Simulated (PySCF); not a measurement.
Estimate the missing entries of this data sheet.

Fluorocyanoacetylene, C₃FN.
Atom-mapped SMILES: `[N:1]#[C:2][C:3]#[C:4][F:5]`

```csv
property,level,value
point group of the GFN2-xTB geometry,GFN2-xTB,?
rotational constant B (linear) of the GFN2-xTB geometry,GFN2-xTB,?
dipole moment,PBE0/pcSseg-1,?
HOMO energy,PBE0/pcSseg-1,-9.00 eV
LUMO energy,PBE0/pcSseg-1,?
13C chemical shifts (computed TMS as zero) by class,GIAO PBE0/pcSseg-1,?
"isotropic shieldings of nuclei other than C and H, by class",GIAO PBE0/pcSseg-1,?
largest of the computed one-bond spin–spin couplings (means over like bonds),B3LYP/pcJ-1,?
```

Gas-phase values; electronic properties from PySCF, density fitting. Isolated species at its GFN2-xTB geometry, gas phase.

(1) The largest of the computed one-bond spin–spin couplings (means over like bonds)?

(2) What are the 13C chemical shifts (computed TMS as zero) by class?

(3) The dipole moment?

(4) Give the rotational constant B (linear) of the GFN2-xTB geometry.

(5) What are the isotropic shieldings of nuclei other than C and H, by class?

(6) The point group of the GFN2-xTB geometry?

(7) Give the LUMO energy.

## Answers

(1) 19F–13C -424.7 (F5–C4), 13C–13C +338.4 (C3–C4), 13C–13C +193.3 (C2–C3), 15N–13C -25.2 (N1–C2) Hz.

(2) 109.3 (C2), 93.4 (C4), 11.5 (C3) ppm.

(3) 3.44 D.

(4) 2.081 GHz.

(5) -38 (N1), 380 (F5) ppm.

(6) C∞v.

(7) -1.29 eV.

B corresponds to 0.0694 cm⁻¹ and a moment of inertia of 242.8 u Å² (most abundant isotopes). Point group C∞v permits a dipole; with 3.44 D the species has a pure rotational spectrum. In atomic units the dipole is 1.36 e·bohr (1 au = 2.5417 D).

For the NMR shielding job (PBE0/pcSseg-1), time: 3.1 s. Hardware: one thread of an Arm Neoverse V2, on a shared host.
